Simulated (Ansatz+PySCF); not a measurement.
**doublet C₃H₃: levels of theory in one basis**

| atom | x (Å) | y (Å) | z (Å) |
| --- | --- | --- | --- |
| C | 0.0000 | 0.0000 | -0.2675 |
| C | 0.0000 | 0.0000 | -1.5397 |
| H | 0.0000 | 0.0000 | -2.6019 |
| C | 0.0000 | 0.0000 | 1.0995 |
| H | 0.0000 | -0.9300 | 1.6548 |
| H | 0.0000 | 0.9300 | 1.6548 |

Basis set: cc-pVTZ (spherical functions). Correlated methods keep 3 orbitals frozen. Correlation on ROHF uses semicanonical orbitals with singles. Charge 0, multiplicity 2.

Computed with Ansatz (development build ahead of 0.2.0) and PySCF 2.14.0; each method stands on the lowest determinant of its kind that the runs found.

| method | E − E(ROHF) (eV) | <S²> of the determinant |
| --- | --- | --- |
| ROHF | 0.00 | 0.75 |
| UHF | -0.63 | 1.08 |
| ROHF-MP2 | -12.70 | – |
| UHF-MP2 | -12.07 | 1.08 |

What does ROHF-CCSD(T) give on the same scale?

-13.89 eV.

Caution for ROHF, ROHF-MP2, ROHF-CCSD(T): an unrestricted determinant lies well below. Caution for UHF, UHF-MP2: the unrestricted determinant is spin contaminated. Caution for ROHF-MP2, UHF-MP2: forces differ strongly between restricted and unrestricted references.
